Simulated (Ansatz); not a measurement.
`C[S][Na]` + NH₃ → `[NH2][Na]` + CH₃SH at 700 K and 1 bar (ligand exchange at the Na–S bond).

Computed with Ansatz on PBE0-D4/def2-TZVP structures; ΔE is electronic, products minus reactants. CBS: MP2 limit from def2 TZ/QZ plus the TZ coupled-cluster correction, frozen cores. This one scheme is used for every species. For Na outer-core shells are correlated without core-valence functions, which leaves a few kJ/mol of doubt a bond.

```
    species  CCSD(T)/CBS energy (Eh)  H − E (kJ/mol)  S (J/(mol·K))
 `C[S][Na]`               -599.74600           147.0          371.0
        NH₃                -56.50880           116.9          226.5
`[NH2][Na]`               -217.98196            94.0          307.8
      CH₃SH               -438.22835           160.2          309.0
```

H − E and S are ideal-gas, rigid-rotor, harmonic terms from PBE0-D4/def2-TZVP. 1 Eh = 2625.50 kJ/mol, R = 8.31446 J/(mol·K).

**Question.** By hand: ΔE, ΔH, ΔS and ΔG.

**Answer.** ΔE = (-217.98196) + (-438.22835) − (-599.74600) − (-56.50880) = 0.04449 Eh = 116.8 kJ/mol. Δ(H − E) = 94.0 + 160.2 − 147.0 − 116.9 = -9.7, so ΔH = 107.1 kJ/mol. ΔS = 307.8 + 309.0 − 371.0 − 226.5 = 19.3 J/(mol·K). ΔG = 107.1 − 700 × (19.3)/1000 = 93.6 kJ/mol.

**Question.** By hand: the equilibrium constant, and the temperature at which ΔG would vanish if ΔH and ΔS stayed fixed.

**Answer.** log₁₀ K = −ΔG/(RT ln 10) = -7.0. ΔG = 0 at ΔH/ΔS = 5549 K, far beyond where these terms or the molecules hold.

ΔH outweighs TΔS. A doubt of 5 kJ/mol in ΔE shifts log₁₀ K by 0.4 here. These are equilibria of isolated gas molecules and say nothing of rates. Largest T1 diagnostic: 0.012 (customary marks: 0.02 for closed shells, 0.045 for open ones).
